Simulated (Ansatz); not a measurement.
# P2⁺, doublet in cc-pVDZ: errors against full CI

Geometry: a PBE0/def2-TZVP stationary point for this spin.

```xyz
2

P     0.0000    0.0000    0.0000
P     0.0000    0.0000    1.9656
```

Basis cc-pVDZ; Ansatz 0.2.0. Correlated methods freeze the noble-gas cores, which leaves 9 electrons in 26 orbitals. R marks a restricted (for open shells ROHF) determinant, U an unrestricted one. Active spaces: valence = (9e, 8o) chosen from the atoms' valence shells.

Full CI is exact within this basis and frozen core; it isn't the basis-set limit. The frozen core follows each run's orbitals, which can shift R against U totals by a few meV.

Coupled cluster chose its determinant by a search with trial CCSD, here up to 0.13 eV above the lowest Hartree–Fock solution of its kind.

The UHF ⟨S²⟩ is 1.142 and the ⟨S²⟩ of the determinant under UCCSD is 0.756. The T1 diagnostic (RCCSD) is 0.0184, the largest doubles amplitude (RCCSD) is 0.151 and the T1 diagnostic (UCCSD) is 0.0164.

Q: From what is known of these methods and the diagnostics, rank them by the size of their error in total energy against full CI in cc-pVDZ, smallest first (an estimate: the text doesn't fix the numbers).
A. UCCSD(T)
B. UCCSDT
C. UCCSD
D. RCCSDTQ
E. NEVPT2 (valence space)

A: D (0.14 mEh), B (1.38 mEh), A (2.63 mEh), C (13.69 mEh), E (32.79 mEh).

All errors are against full CI in cc-pVDZ. Within each family the higher level lies nearer, as is usual though not guaranteed.

The full-CI state has the irrep B3u of D2h, in the program's axes (one component, if the state is degenerate).

Natural occupations of full CI about the gap: 1.963 1.925 1.911 1.862 0.969 0.127 0.072 0.046 0.018 0.018; effectively unpaired electrons, Σ n²(2−n)², 1.21.
